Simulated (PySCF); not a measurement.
C₂H₄O₂, SMILES `COC=O` (C–O–C–O torsion 0°), neutral singlet in the gas phase. 

Z-matrix (Å, degrees):
```
O
C 1 1.3300
O 2 1.1960 1 125.81
H 2 1.0995 3 124.93 1 -179.99
C 1 1.4275 2 115.26 4 -180.00
H 5 1.0872 1 105.80 2 179.99
H 5 1.0906 6 110.57 1 119.64
H 5 1.0906 6 110.57 7 120.71
```
Charge 0, spin multiplicity 1.

All levels are single points at this geometry (PBE0-D3(BJ)/def2-TZVP); Pople sets use spherical d functions. Orbital energies aren't observables, and empty levels follow the basis.

| level | HOMO (eV) | LUMO (eV) | gap (eV) | dipole (D) | vertical IE, Delta-SCF (eV) |
|---|---|---|---|---|---|
| PBE-D3(BJ)/def2-TZVP in PySCF | -6.65 | -1.09 | 5.56 | 1.90 | – |
| TPSSh-D3(BJ)/def2-TZVP in PySCF | -7.41 | -0.44 | 6.97 | 1.92 | – |
| B3LYP/6-311+G** in PySCF | -8.18 | -0.40 | 7.78 | 1.93 | – |
| B3LYP/6-31G* in PySCF | -7.70 | 0.28 | 7.98 | 1.83 | 10.83 |
| BP86/6-31G* in PySCF | -6.36 | -0.71 | 5.65 | 1.82 | – |
| M06-2X/6-31G* in PySCF | -9.75 | 1.66 | 11.41 | 1.80 | – |
| SVWN5/6-31G* in PySCF | -6.39 | -0.85 | 5.54 | 1.83 | – |
| HF/3-21G in PySCF | -12.32 | 5.10 | 17.41 | 1.73 | – |
| HF/6-31G* in PySCF | -12.50 | 5.05 | 17.55 | 1.94 | – |
